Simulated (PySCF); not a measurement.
Frontier levels across methods

Compound: methylenecyclopentane, C6H10.
Structure used (PBE0-D3(BJ)/def2-SVP), in Å, numbered top down from 1:
```
atom  x, y, z in Å
C1     2.2653   -0.2063   -0.0616
C2     0.9367   -0.0865   -0.0260
C3    -0.0191   -1.0076    0.7054
C4    -1.3567   -0.2631    0.6972
C5    -1.3232    0.5086   -0.6222
C6     0.1254    0.9958   -0.7099
H7     2.7824   -1.0065    0.4759
H8     2.8852    0.4927   -0.6302
H9     0.3363   -1.2735    1.7124
H10   -0.1125   -1.9530    0.1414
H11   -1.3964    0.4471    1.5410
H12   -2.2268   -0.9298    0.7919
H13   -1.5405   -0.1778   -1.4586
H14   -2.0607    1.3237   -0.6707
H15    0.4662    1.1953   -1.7371
H16    0.2381    1.9407   -0.1487
```

Basis pcSseg-1 throughout (PySCF), one geometry. The structure is a single PBE0-D3(BJ)/def2-SVP conformer in the gas phase; no vibrational or solvent corrections.

**Question.** How do the orbital energies, the gap and the dipole change with the method?

**Answer.** 
```json
{"method": "BLYP", "kind": "GGA", "HOMO (eV)": "-5.57", "LUMO (eV)": "-0.55", "gap (eV)": "5.02", "μ (D)": "0.61", "SCF cycles": "14"}
{"method": "B97-D", "kind": "GGA", "HOMO (eV)": "-5.67", "LUMO (eV)": "-0.58", "gap (eV)": "5.09", "μ (D)": "0.62", "SCF cycles": "14"}
{"method": "OPBE", "kind": "GGA", "HOMO (eV)": "-5.70", "LUMO (eV)": "-0.58", "gap (eV)": "5.12", "μ (D)": "0.61", "SCF cycles": "14"}
{"method": "PBE", "kind": "GGA", "HOMO (eV)": "-5.73", "LUMO (eV)": "-0.68", "gap (eV)": "5.04", "μ (D)": "0.62", "SCF cycles": "14"}
{"method": "KT2", "kind": "GGA", "HOMO (eV)": "-5.74", "LUMO (eV)": "-0.67", "gap (eV)": "5.06", "μ (D)": "0.60", "SCF cycles": "15"}
{"method": "KT3", "kind": "GGA", "HOMO (eV)": "-5.75", "LUMO (eV)": "-0.66", "gap (eV)": "5.09", "μ (D)": "0.59", "SCF cycles": "14"}
{"method": "BP86", "kind": "GGA", "HOMO (eV)": "-5.83", "LUMO (eV)": "-0.76", "gap (eV)": "5.07", "μ (D)": "0.62", "SCF cycles": "14"}
{"method": "LDA", "kind": "LDA", "HOMO (eV)": "-5.86", "LUMO (eV)": "-0.87", "gap (eV)": "4.99", "μ (D)": "0.65", "SCF cycles": "14"}
{"method": "B97-2", "kind": "global hybrid", "HOMO (eV)": "-6.61", "LUMO (eV)": "0.26", "gap (eV)": "6.87", "μ (D)": "0.61", "SCF cycles": "13"}
{"method": "B3LYP", "kind": "global hybrid", "HOMO (eV)": "-6.64", "LUMO (eV)": "0.08", "gap (eV)": "6.71", "μ (D)": "0.61", "SCF cycles": "13"}
{"method": "PBE0", "kind": "global hybrid", "HOMO (eV)": "-6.86", "LUMO (eV)": "0.31", "gap (eV)": "7.16", "μ (D)": "0.62", "SCF cycles": "13"}
{"method": "mPW1PW91", "kind": "global hybrid", "HOMO (eV)": "-6.88", "LUMO (eV)": "0.29", "gap (eV)": "7.17", "μ (D)": "0.61", "SCF cycles": "13"}
{"method": "BHandHLYP", "kind": "global hybrid", "HOMO (eV)": "-7.82", "LUMO (eV)": "1.38", "gap (eV)": "9.20", "μ (D)": "0.62", "SCF cycles": "12"}
{"method": "CAM-B3LYP", "kind": "range-separated hybrid", "HOMO (eV)": "-8.18", "LUMO (eV)": "1.44", "gap (eV)": "9.62", "μ (D)": "0.62", "SCF cycles": "12"}
{"method": "wB97X-D", "kind": "range-separated hybrid", "HOMO (eV)": "-8.72", "LUMO (eV)": "2.12", "gap (eV)": "10.84", "μ (D)": "0.62", "SCF cycles": "12"}
{"method": "HF", "kind": "Hartree–Fock", "HOMO (eV)": "-9.26", "LUMO (eV)": "3.98", "gap (eV)": "13.24", "μ (D)": "0.66", "SCF cycles": "10"}
{"method": "LC-wPBE", "kind": "range-separated hybrid", "HOMO (eV)": "-9.59", "LUMO (eV)": "2.60", "gap (eV)": "12.19", "μ (D)": "0.61", "SCF cycles": "12"}
```

The HOMO spans 4.02 eV, from BLYP down to LC-wPBE, and the gap runs from 4.99 eV (LDA) to 13.24 eV (HF). Over the methods BLYP (0 %), B97-D (0 %), OPBE (0 %), PBE (0 %), KT2 (0 %), KT3 (0 %), BP86 (0 %), LDA (0 %), B97-2 (21 %), B3LYP (20 %), PBE0 (25 %), mPW1PW91 (25 %), BHandHLYP (50 %), HF (100 %), a straight line through the gap against the share of exact exchange rises by 0.82 eV for each 10 % (correlation coefficient 1.000). The dipole ranges from 0.59 D (KT3) to 0.66 D (HF). This basis has no diffuse functions.

The vertical ΔSCF ionisation energy at CAM-B3LYP/def2-SVPD is 9.01 eV; −ε(HOMO) comes closest to it with HF (9.26 eV).
